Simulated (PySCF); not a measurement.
Stationary points of PH₅

These are results of PySCF, BP86, basis P def2-TZVP, H def2-TZVP (no relativity, density fitting), not measurements.

Relaxations began from a few typed shapes. The search is not exhaustive: other isomers or separated fragments can lie lower, and high-lying points may rest on an excited occupation.

Q: Which is the lowest minimum found?
A. singlet D3h: P–H 1.440 Å (×3), P–H 1.492 Å (×2); H–P–H 90.0° (×6), H–P–H 120.0° (×3), H–P–H 180.0°
B. singlet C4v: P–H 1.413 Å, P–H 1.473 Å (×4); H–P–H 88.4° (×4), H–P–H 99.6° (×4), H–P–H 160.7° (×2)

A: A. The others lie at 4.7 (singlet C4v, a saddle point) kJ/mol above it.

Counting electrons, phosphorus keeps none of its valence electrons outside its bonds, so the VSEPR class is AX5 and the expected shape is trigonal bipyramidal (D3h), as computed.
